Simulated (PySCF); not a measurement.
Computed Raman spectrum (relative Raman activity) of a molecule C3H9N. Geometry optimised at PBE0-D3(BJ)/def2-SVP. The values are those of a single conformer. All values below come from PBE0-D3(BJ)/def2-SVP in PySCF 2.14.0. Frequencies are harmonic and unscaled.

ν (cm⁻¹): 1090 (vw), 1425 (w), 1452 (m), 1491 (w), 2924 (m), 2940 (vs), 3086 (vs), 3144 (s) (against the strongest line: vs over 80 %, s over 45 %, m over 15 %, w over 4 %, vw less)

Problem. Identify the compound among the candidates.
A. CCNC
B. CCCN
C. CN(C)C
D. CC(C)N

Solution. C, CN(C)C
